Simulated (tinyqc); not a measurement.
Extended Hueckel theory, for CO+, step by step. The parameters take no account of the charge, which enters only through the electron count. Computed by tinyqc, a small Python program that keeps every step (integrals from PySCF). Settings: charge = 1, K = 2.0, weighted = 1, multiplicity = 2. Command: `OMP_NUM_THREADS=1 python tinyqc.py 23725 23726 out.jsonl` (the two numbers bound the seeds that draw the settings). One thread of a shared host (Intel(R) Xeon(R) Processor @ 2.60GHz), about 0.01 s of CPU time with the checks.

## Overlaps

Geometry (angstrom):

| atom | x | y | z |
|---|---|---|---|
| C | 0.0000 | 0.0000 | 0.0000 |
| O | 0.0000 | 0.0000 | 1.0670 |

Parameters chosen for this run:

| element | shell | Slater exponent | H_ii (eV) |
|---|---|---|---|
| C | 2s | 1.6250 | -21.4000 |
| C | 2p | 1.6250 | -11.4000 |
| O | 2s | 2.2750 | -32.3000 |
| O | 2p | 2.2750 | -14.8000 |

Slater orbitals, each expanded in six Gaussians scaled to its exponent.

overlap S:
```
          1C 2s  1C 2px  1C 2py   1C 2pz   2O 2s  2O 2px  2O 2py   2O 2pz
1C 2s    1.0000  0.0000  0.0000   0.0000  0.4594  0.0000  0.0000  -0.3448
1C 2px   0.0000  1.0000  0.0000   0.0000  0.0000  0.2881  0.0000   0.0000
1C 2py   0.0000  0.0000  1.0000   0.0000  0.0000  0.0000  0.2881   0.0000
1C 2pz   0.0000  0.0000  0.0000   1.0000  0.5266  0.0000  0.0000  -0.2831
2O 2s    0.4594  0.0000  0.0000   0.5266  1.0000  0.0000  0.0000   0.0000
2O 2px   0.0000  0.2881  0.0000   0.0000  0.0000  1.0000  0.0000   0.0000
2O 2py   0.0000  0.0000  0.2881   0.0000  0.0000  0.0000  1.0000   0.0000
2O 2pz  -0.3448  0.0000  0.0000  -0.2831  0.0000  0.0000  0.0000   1.0000
```

## Wolfsberg-Helmholz matrix

diagonal H_ii (eV): 1C 2s -21.4000, 1C 2px -11.4000, 1C 2py -11.4000, 1C 2pz -11.4000, 2O 2s -32.3000, 2O 2px -14.8000, 2O 2py -14.8000, 2O 2pz -14.8000

K = 2.0000

H_ij = K' S_ij (H_ii + H_jj)/2 for i != j (the diagonal keeps H_ii), with K' = K + D^2 + D^4 (1 - K), D = (H_ii - H_jj)/(H_ii + H_jj), K = 2.

H (eV):
```
           1C 2s    1C 2px    1C 2py    1C 2pz     2O 2s    2O 2px    2O 2py    2O 2pz
1C 2s   -21.4000    0.0000    0.0000    0.0000  -25.1550    0.0000    0.0000   12.6832
1C 2px    0.0000  -11.4000    0.0000    0.0000    0.0000   -7.6108    0.0000    0.0000
1C 2py    0.0000    0.0000  -11.4000    0.0000    0.0000    0.0000   -7.6108    0.0000
1C 2pz    0.0000    0.0000    0.0000  -11.4000  -25.0426    0.0000    0.0000    7.4781
2O 2s   -25.1550    0.0000    0.0000  -25.0426  -32.3000    0.0000    0.0000    0.0000
2O 2px    0.0000   -7.6108    0.0000    0.0000    0.0000  -14.8000    0.0000    0.0000
2O 2py    0.0000    0.0000   -7.6108    0.0000    0.0000    0.0000  -14.8000    0.0000
2O 2pz   12.6832    0.0000    0.0000    7.4781    0.0000    0.0000    0.0000  -14.8000
```

## Orbitals

valence electrons = 9

Solve H C = S C e through S^(-1/2); fill by pairs from the bottom, a degenerate level sharing its electrons equally; each orbital has its largest coefficient positive (the first on a tie).

orbital energies (eV): -37.3999  -19.4170  -16.4396  -16.4396  -12.7776  -7.3496  -7.3496  92.2484

occupations: 2.0000  2.0000  2.0000  2.0000  1.0000  0.0000  0.0000  0.0000

coefficients:
```
           MO1      MO2      MO3     MO4      MO5      MO6      MO7      MO8
1C 2s   0.3566  -0.5853   0.0000  0.0000   0.4349   0.0000   0.0000  -1.1744
1C 2px  0.0000   0.0000   0.4294  0.1111   0.0000   0.1129   0.9387   0.0000
1C 2py  0.0000   0.0000  -0.1111  0.4294   0.0000   0.9387  -0.1129   0.0000
1C 2pz  0.1499   0.3893   0.0000  0.0000  -0.5685   0.0000   0.0000  -1.2760
2O 2s   0.7147   0.2898   0.0000  0.0000   0.1037   0.0000   0.0000   1.3910
2O 2px  0.0000   0.0000   0.7528  0.1948   0.0000  -0.0832  -0.6921   0.0000
2O 2py  0.0000   0.0000  -0.1948  0.7528   0.0000  -0.6921   0.0832   0.0000
2O 2pz  0.0240   0.5920   0.0000  0.0000   0.6946   0.0000   0.0000  -0.8885
```

sum of one-electron energies = -192.1695 eV

Within a degenerate level the vectors are fixed only up to a rotation; this is one choice.

## Mulliken analysis

P = C n C^T; charge = valence electrons (C 4, O 6) minus the sum of (P S)_ii on the atom; overlap population = 2 sum P_ij S_ij between two atoms.

charges: 1C 0.6083, 2O 0.3917

Overlap populations:

| pair | value |
|---|---|
| 2-1 | 1.610342 |
